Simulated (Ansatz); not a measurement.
A made-up structure of SiH₃SO (charge +1), closed shell:

O1  (-1.476, -0.820, 0.050)
S2  (0.008, -1.012, -0.588)
Si3  (0.876, 0.757, -0.067)
H4  (0.765, -2.128, -0.764)
H5  (2.206, 0.987, -0.654)
H6  (0.120, 1.723, 0.748)
(Å)

It is relaxed with PBE-D4/def2-SVP and then PBE0-D4/def2-TZVP (Ansatz 0.2.0). Atoms count as bonded within 1.22 times the sum of their covalent radii (H–H: 0.88 Å). The end point is not checked to be a true minimum.

Q: Does its bonding change? (Judge from chemistry; the calculation decides.)

A: Computed: No: no bond forms or breaks.

Where it ends: The first stage lowers the energy by 0.94 eV in 10 steps. It ends as SiH₃SO ([O][SH][SiH2]), total charge +1:
O1  (-1.480, -1.253, -0.055)
S2  (-0.227, -0.877, -0.684)
Si3  (0.962, 0.731, 0.064)
H4  (0.753, -1.841, -0.598)
H5  (2.201, 0.881, -0.729)
H6  (0.289, 1.865, 0.727)
(Å)

Labels in which every atom is bracketed show which atoms are joined, not bond orders.

For scale, one of the runs: PBE0-D4/def2-TZVP relaxation, 123 basis functions, launched by `ansatz run in.yaml --threads 2 --pin off --events-out ev --progress --plain --max-ram 4352MiB`. The run took about 7 s on 2 CPU threads of an AMD EPYC 9R45 (shared host).
